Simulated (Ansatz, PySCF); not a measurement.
This Ansatz (a program for electronic structure) input computes a r2SCAN/def2-TZVPD energy:

Ansatz 0.2 input:
```yaml
crystal:
  periodic: [false, false, false]
  atoms:
    - {symbol: H, position_ang: [-0.00000000, -0.00000000, -0.37201156]}
    - {symbol: H, position_ang: [0.00000000, 0.00000000, 0.37201156]}
basis:
  gaussian:
    orbitals: def2-TZVPD
hamiltonian:
  xc: {name: r2SCAN}
output: {forces: true}
```

### Question
Write an input for the same energy in PySCF and say what it gives.

### Answer

```python
from pyscf import gto, scf, dft

mol = gto.M(
    atom='''
    H    -0.00000000   -0.00000000   -0.37201156
    H     0.00000000    0.00000000    0.37201156
    ''',
    basis='def2-tzvpd',
    charge=0,
    spin=0,
    verbose=4,
)

mf = dft.RKS(mol, xc='r2scan').density_fit(auxbasis='def2-universal-jkfit')
mf.grids.level = 4
mf.conv_tol = 1e-9
mf.max_cycle = 100
mf.max_memory = 1500
mf.kernel()
if not mf.converged:
    mf = mf.newton()
    mf.kernel(mf.make_rdm1())
mf.analyze()
```
It gives -1.17101 Eh, and Ansatz -1.17099 Eh, a difference of 0.02 mEh, from the treatment of integrals and grids.
